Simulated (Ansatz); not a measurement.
# Si₂H₄S (SMILES [SiH3][SiH]=S): one structure at several levels

An exercise on one series of results from a longer session: the logs are not shown, and one member is left open.

Computed with Ansatz 0.2.0, Gaussian basis. Level: single points in def2-TZVPP.

Cores are frozen in the correlated methods.

1 further run of the same task is left out (it didn't finish).

## Where the work starts

7 atoms, charge 0, spin multiplicity 1.

Atoms are counted from 1 here; the program's logs count them from 0.

Bond lengths: Si1–Si2 2.308 Å, Si1–H4 1.475 Å, Si1–H5 1.459 Å, Si1–H6 1.495 Å, Si2–S3 1.985 Å, Si2–H7 1.460 Å. Angles: Si2–Si1–H4 111.0°, Si2–Si1–H5 109.2°, Si2–Si1–H6 111.0°, H4–Si1–H5 109.0°, H4–Si1–H6 107.3°, H5–Si1–H6 109.3°, Si1–Si2–S3 129.2°, Si1–Si2–H7 111.8°, S3–Si2–H7 119.0°.

Geometry (Å):

```
Si   -0.8253    0.5180   -0.3277
Si    1.0225   -0.6778    0.3671
S     2.1272   -0.4434    2.0000
H    -1.7738   -0.3487   -1.0512
H    -0.3950    1.5946   -1.2136
H    -1.5564    1.1014    0.8392
H     1.3706   -1.7360   -0.5760
```

The first run:

Contents of run/in.yaml:

```yaml
crystal:
  periodic: [false, false, false]
  atoms:
    - {symbol: Si, position_ang: [-0.825277, 0.518025, -0.327696]}
    - {symbol: Si, position_ang: [1.022479, -0.677778, 0.367119]}
    - {symbol: S, position_ang: [2.127153, -0.443350, 2.000033]}
    - {symbol: H, position_ang: [-1.773811, -0.348711, -1.051178]}
    - {symbol: H, position_ang: [-0.395006, 1.594562, -1.213558]}
    - {symbol: H, position_ang: [-1.556356, 1.101375, 0.839192]}
    - {symbol: H, position_ang: [1.370609, -1.736012, -0.576006]}
basis:
  gaussian: {orbitals: def2-TZVPP}
hamiltonian: {xc: pbe, dispersion: d4}
output: {forces: true}
```

Started as:

```console
$ ansatz run in.yaml --threads 2 --pin off --events-out ev --progress --plain --max-ram 3481MiB
```

Among the steps run: PBE-D4/def2-TZVPP; r2SCAN-D4/def2-TZVPP; PBE0-D4/def2-TZVPP; wB97M-V/def2-TZVPP; CCSD(T)/def2-TZVPP.

One table of the session follows, with a row left open; its other results are not shown here.

```
   method  RMS force component (eV/Å)  angle to CCSD(T) forces (°)  dipole (D)
   PBE-D4                       0.407                         21.2        2.87
r2SCAN-D4                       0.446                         10.2        3.07
  PBE0-D4                           ?                            ?           ?
  wB97M-V                       0.515                         14.3        3.27
  CCSD(T)                       0.404                    reference        2.93
```

Estimate the missing values for PBE0-D4.

As computed: RMS force component (eV/Å): 0.490; angle to CCSD(T) forces (°): 12.5; dipole (D): 3.18. In the column «RMS force component (eV/Å)» it lies between r2SCAN-D4 (0.446) and wB97M-V (0.515).

Limits of these values: The reference is not at the basis limit: in triple zeta CCSD(T) underbinds, which counts against methods that bind more; the gaps are no ranking.
